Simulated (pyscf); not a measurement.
`[O]=[V]([Cl])([Cl])[Cl]` + `[SiH4]` → `[O]=[VH]([Cl])[Cl]` + `[SiH3][Cl]` (four-centre exchange; singlet surface; Cl–V, H–Si broken, H–V, Cl–Si formed). Optimised with ωB97X-D3(BJ)/def2-SVP in PySCF. Energies in kJ/mol from the separated reactants.

```json
[
 {"level": "PBE/def2-TZVP", "barrier": "99.0", "reaction energy": "+64.5"},
 {"level": "B3LYP-D3(BJ)/def2-TZVP", "barrier": "103.8", "reaction energy": "+55.4"},
 {"level": "PBE0-D3(BJ)/def2-TZVP", "barrier": "88.9", "reaction energy": "+51.2"},
 {"level": "M06-2X/def2-TZVP", "barrier": "99.8", "reaction energy": "+29.3"},
 {"level": "ωB97M-D3(BJ)/def2-TZVP", "barrier": "99.8", "reaction energy": "+32.2"},
 {"level": "HF/def2-TZVP", "barrier": "176.4", "reaction energy": "+6.6"}
]
```

The functionals in the table span 14.9 kJ/mol in this barrier, from PBE0-D3(BJ) to B3LYP-D3(BJ). On the product side the descent ends in an adduct with a Cl–V contact, 15.3 kJ/mol under the separated species and 53.1 kJ/mol under the saddle at ωB97X-D3(BJ)/def2-TZVP. What is counted as broken (Cl–V) persists as a longer contact in the product adduct; parting that adduct is a step of its own. At ωB97X-D3(BJ)/def2-TZVP the barrier from the zero used here is 81.7 kJ/mol. This is the saddle that the search found; another between the same sides may lie lower.
